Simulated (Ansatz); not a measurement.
# FNSi: the cost of one run

Computed with Ansatz 0.2.0, Gaussian basis. Level: def2-QZVPP, core rule «outside noble gas», up to 7 orbitals frozen.

The runs, in order: UHF; ROHF; CCSD(T) on UHF.

2 further runs of the same task are left out: 2 set aside as unsound or not needed.

### Step 1. The system

The geometry is a PBE0/def2-TZVP stationary point (not a proven minimum) of the parent state, kept for this charge and spin.

3 atoms, charge 0, spin multiplicity 3.

Atoms are counted from 1 here; the program's logs count them from 0.

Bond lengths: F1–Si2 1.576 Å, Si2–N3 1.557 Å. Angles: F1–Si2–N3 180.0°.

### Step 2. UHF

File in.yaml:

```yaml
crystal:
  periodic: [false, false, false]
  atoms:
    - {symbol: F, position_ang: [0.000000, 0.000000, 1.569800]}
    - {symbol: Si, position_ang: [0.000000, 0.000000, -0.006200]}
    - {symbol: N, position_ang: [0.000000, 0.000000, -1.563600]}
basis:
  gaussian: {orbitals: "def2-QZVPP.json"}
magnetization: {spin_polarized: true, initial_magnetization: 2}
hamiltonian: {xc: hf}
output: {orbitals: {seedname: orbitals}}
```

Started as:

```console
> ansatz run in.yaml --threads 1 --pin off --events-out ev --progress --plain --max-ram 2393MiB
```

Q: Estimate wall time and peak memory on 1 thread of Arm Neoverse N1, shared host.

About 30 s, with a peak of 0.41 GiB.
